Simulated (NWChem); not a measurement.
# C3H4 (propyne) at 6 levels

We compute a comparison of 6 runs (HF/def2-SVP, M06-2X/6-31G*, B3LYP/def2-SVPD, PBE0/def2-SVPD, MP2/def2-SVPD, CCSD(T)/pcseg-1) of C3H4 (propyne). 

The calculation is run with NWChem 7.3.0.

## 1. The system as given

C3H4 has 7 atoms, charge 0, and is taken as a singlet. As SMILES, `C#CC`. Geometry: relaxed at PBE0-D4/def2-TZVP.

Bond lengths: C1–C2 1.200 Å, C2–C3 1.449 Å, C1–H4 1.064 Å, C3–H5 1.093 Å, C3–H6 1.093 Å, C3–H7 1.093 Å. Angles: C1–C2–C3 180.0°, C2–C1–H4 180.0°, C2–C3–H5 110.9°, C2–C3–H6 110.9°, C2–C3–H7 110.9°, H5–C3–H6 108.0°, H5–C3–H7 108.0°, H6–C3–H7 108.0°.

## 2. Energy and gradient at HF/def2-SVP (run 1)

mymol.nw

```
echo
start mymol
memory stack 880 mb heap 220 mb global 1100 mb

geometry units angstroms noautosym nocenter noautoz
  C     -1.347190    -0.669570    -0.791960
  C     -0.396330    -0.196990    -0.233110
  C      0.752130     0.373790     0.442180
  H     -2.190260    -1.088470    -1.287720
  H      1.261230     1.096880    -0.199350
  H      0.449670     0.887820     1.357540
  H      1.470770    -0.403460     0.712420
end

basis spherical bse
  * library def2-SVP
end

scf
  thresh 1e-08
  maxiter 80
  print low
end

task scf gradient
```

Run with:

```bash
$ nwchem mymol.nw > mymol.out
```

What it wrote:

```text
[...]
  functions       =    62
[...]
  wavefunction    = RHF
[...]
         Total SCF energy =   -115.781256721220
      One-electron energy =   -271.453811139577
      Two-electron energy =     96.727206367161
 Nuclear repulsion energy =     58.945348051195
        Time for solution =      2.1s
[...]
                         RHF ENERGY GRADIENTS
    atom               coordinates                        gradient
                 x          y          z           x          y          z
   1 C      -2.545820  -1.265304  -1.496587   -0.016140  -0.008028  -0.009465
   2 C      -0.748955  -0.372257  -0.440514    0.025880   0.012864   0.015192
   3 C       1.421320   0.706361   0.835599   -0.012064  -0.005997  -0.007085
   4 H      -4.138991  -2.056910  -2.433438    0.000648   0.000326   0.000374
   5 H       2.383379   2.072803  -0.376717    0.000811   0.000995  -0.000707
   6 H       0.849753   1.677737   2.565379   -0.000208   0.000731   0.001250
   7 H       2.779352  -0.762429   1.346279    0.001073  -0.000890   0.000441
 Task  times  cpu:        2.6s     wall:        2.6s
 Total times  cpu:        2.6s     wall:        2.6s
```

Run time: 3.3 s. Hardware: 1 thread of Intel Xeon at 2.60GHz (Ice Lake), shared host; peak memory 0.1 GiB.

## 3. Energy and gradient at M06-2X/6-31G(d) (spherical functions) (run 2)

run.py

```python
from ase import Atoms
from ase.calculators.nwchem import NWChem

molecule = Atoms('CCCHHHH', positions=[
    [-1.347190, -0.669570, -0.791960],
    [-0.396330, -0.196990, -0.233110],
    [0.752130, 0.373790, 0.442180],
    [-2.190260, -1.088470, -1.287720],
    [1.261230, 1.096880, -0.199350],
    [0.449670, 0.887820, 1.357540],
    [1.470770, -0.403460, 0.712420],
])

calc = NWChem(
    label='sp',
    theory='dft',
    memory='2200 mb',
    basis='6-31G*',
    basispar='spherical bse',
    dft={'xc': 'm06-2x', 'mult': '1', 'grid': 'xfine', 'convergence': 'energy 1e-08', 'iterations': '100', 'mulliken': None},
)
molecule.calc = calc

forces = molecule.get_forces()
print("Total energy (eV):", round(molecule.get_potential_energy(), 6))
print("forces (eV/A):")
for s, f in zip(molecule.symbols, forces):
    print(f"{s:2s} {f[0]:10.5f} {f[1]:10.5f} {f[2]:10.5f}")
print("dipole (e A):", molecule.get_dipole_moment().round(4))
```

Run with:

```bash
$ export ASE_NWCHEM_COMMAND="nwchem PREFIX.nwi > PREFIX.nwo"
$ python run.py
```

What it wrote:

```text
Total energy (eV): -3172.573971
forces (eV/A):
C    -0.30858   -0.15319   -0.18209
C     0.01836    0.00910    0.01147
C     0.29835    0.14835    0.17504
H    -0.08114   -0.04047   -0.04751
H     0.03178    0.03327   -0.01630
H     0.00149    0.02556    0.04170
H     0.03970   -0.02268    0.01764
dipole (e A): [0.1097 0.0545 0.0645]
```

The calculator wrote sp.nwi:

```
title "sp"

permanent_dir sp

scratch_dir sp

start sp

geometry units angstrom nocenter noautosym noautoz
  C  -1.3471900000000001e+00 -6.6957000000000000e-01 -7.9196000000000000e-01
  C  -3.9633000000000002e-01 -1.9699000000000000e-01 -2.3311000000000001e-01
  C  7.5212999999999997e-01 3.7379000000000001e-01 4.4218000000000002e-01
  H  -2.1902599999999999e+00 -1.0884700000000000e+00 -1.2877200000000000e+00
  H  1.2612300000000001e+00 1.0968800000000001e+00 -1.9935000000000000e-01
  H  4.4967000000000001e-01 8.8782000000000005e-01 1.3575400000000000e+00
  H  1.4707699999999999e+00 -4.0345999999999999e-01 7.1242000000000005e-01
end

memory 2200 mb

basis spherical bse noprint
   * library 6-31G*
end

dft
  xc m06-2x
  mult 1
  grid xfine
  convergence energy 1e-08
  iterations 100
  mulliken
end

task dft gradient
```

sp.nwo:

```text
Northwest Computational Chemistry Package (NWChem) 7.3.0
             --------------------------------------------------------

           Job information
           ---------------

    nwchem branch   = 7.3.0
    use scalapack   = T
    input           = sp.nwi
    prefix          = sp.
    data base       = sp/sp.db
    status          = startup
    nproc           =        1

           Memory information
           ------------------

    heap     =     72089594 doubles =      550.0 Mbytes
    stack    =     72089599 doubles =      550.0 Mbytes
    global   =    144179200 doubles =     1100.0 Mbytes (distinct from heap & stack)
    total    =    288358393 doubles =     2200.0 Mbytes
    verify   = yes
    hardfail = no

           Directory information
           ---------------------

  0 permanent = sp
  0 scratch   = sp

                                NWChem Input Module
                                -------------------

                                        sp
                                        --

[... 92 lines left out ...]
  convergence criterion.
[... 17 lines left out ...]
          Convergence on gradient requested:  5.00D-04
[... 23 lines left out ...]
          Convergence aids based upon iterative change in
[... 28 lines left out ...]
 1-e energy   =    -269.295968
[... 46 lines left out ...]
         Total DFT energy =     -116.589943920105
[... 2 lines left out ...]
    Exchange-Corr. energy =      -17.661191485002
[... 425 lines left out ...]
          Convergence on energy requested:  1.00D-08
[... 21 lines left out ...]
          Spatial weights used:  Erf1
[... 4 lines left out ...]
          total energy or number of iterations.
[... 18 lines left out ...]
                            NWChem DFT Gradient Module
                            --------------------------

                                        sp

  charge          =   0.00
  wavefunction    = closed shell

                         DFT ENERGY GRADIENTS

    atom               coordinates                        gradient
                 x          y          z           x          y          z
   1 C      -2.545820  -1.265304  -1.496587    0.006001   0.002979   0.003541
   2 C      -0.748955  -0.372257  -0.440514   -0.000357  -0.000177  -0.000223
   3 C       1.421320   0.706361   0.835599   -0.005802  -0.002885  -0.003404
   4 H      -4.138991  -2.056910  -2.433438    0.001578   0.000787   0.000924
   5 H       2.383379   2.072803  -0.376717   -0.000618  -0.000647   0.000317
   6 H       0.849753   1.677737   2.565379   -0.000029  -0.000497  -0.000811
   7 H       2.779352  -0.762429   1.346279   -0.000772   0.000441  -0.000343

                 ----------------------------------------
                 |  Time  |  1-e(secs)   |  2-e(secs)   |
                 ----------------------------------------
                 |  CPU   |       0.00   |       0.29   |
                 ----------------------------------------
                 |  WALL  |       0.00   |       0.29   |
                 ----------------------------------------

 Task  times  cpu:       20.3s     wall:       20.3s
 Total times  cpu:       20.3s     wall:       20.3s
```

Wall time 22 s (1 thread of Intel Xeon at 2.60GHz (Ice Lake), shared host); peak memory 0.13 GiB.

Runs 3 to 5 aren't shown in full; the table further down has their settings and results.

## 4. The energy at CCSD(T)/pcseg-1 (run 6)

c3h4.nw

```
start c3h4
title "C3H4"
memory stack 880 mb heap 220 mb global 1100 mb

geometry units atomic noautosym nocenter noautoz
   C  -2.54582014 -1.26530392 -1.49658750
   C  -0.74895515 -0.37225715 -0.44051406
   C   1.42131971  0.70636073  0.83559910
   H  -4.13899154 -2.05691019 -2.43343813
   H   2.38337928  2.07280279 -0.37671690
   H   0.84975315  1.67773665  2.56537880
   H   2.77935249 -0.76242890  1.34627869
end

basis spherical bse
   C library pcseg-1
   H library pcseg-1
end

scf
   thresh 1e-08
   maxiter 80
end

ccsd
   freeze core 3
   maxiter 60
end

task ccsd(t) energy
```

Run with:

```bash
$ nwchem c3h4.nw > c3h4.out
```

What it wrote:

```text
[...]
  functions       =    62
[...]
  wavefunction    = RHF
[...]
         Total SCF energy =   -115.835887359408
      One-electron energy =   -271.512962657742
      Two-electron energy =     96.731731490898
 Nuclear repulsion energy =     58.945343807436
        Time for solution =      2.5s
[...]
 Total MP2 energy:           -116.232925111186290
[...]
             energy      energy      error      ampl     ampl      Block
                                                time     time      time
[...]
 Total CCSD energy:           -116.259720292167842
[...]
 Total CCSD+T(CCSD) energy:           -116.276070087402502
[...]
 Total CCSD(T) energy:                -116.275373536338648
[...]
```

Run time: 26 s. Hardware: 1 thread of Intel Xeon at 2.60GHz (Ice Lake), shared host; peak memory 0.14 GiB.

## 5. All runs side by side

```
run                                level  iteration cap   module  energy (Eh)  largest force (eV/Å)  wall time
  1                          HF/def2-SVP             80      scf  -115.781257                 1.679      3.3 s
  2  M06-2X/6-31G* (spherical functions)            100      dft  -116.589944                 0.390       22 s
  3                      B3LYP/def2-SVPD            100      dft  -116.576444                 0.928       14 s
  4                       PBE0/def2-SVPD            100      dft  -116.422875                 1.000       14 s
  5                        MP2/def2-SVPD             80      mp2  -116.196485                 2.521       24 s
  6                      CCSD(T)/pcseg-1             80  ccsd(t)  -116.275374                     –       26 s
```

## 6. What came out

| quantity | value |
| --- | --- |
| run 6: total energy | -116.27537 Eh |
| run 6: HOMO energy (Hartree–Fock orbitals) | -10.54 eV |
| run 6: LUMO energy (Hartree–Fock orbitals) | 4.44 eV |
| run 6: HOMO–LUMO gap (Hartree–Fock orbitals) | 14.97 eV |
| run 6: correlation energy (3 core orbitals frozen) | -439.5 mEh |
| run 6: (T) correction | -15.65 mEh |

In words: Over runs 2, 3, 4 the dipole moment (its size) runs from 0.66 D (M06-2X/6-31G*) to 0.81 D (PBE0/def2-SVPD). The two ends differ in method and basis. Over runs 2, 3, 4 the HOMO–LUMO gap runs from 8.00 eV (B3LYP/def2-SVPD) to 11.65 eV (M06-2X/6-31G*). Totals of different functionals can't be ranked against each other. All runs together took 1.7 min, the longest 26 s.
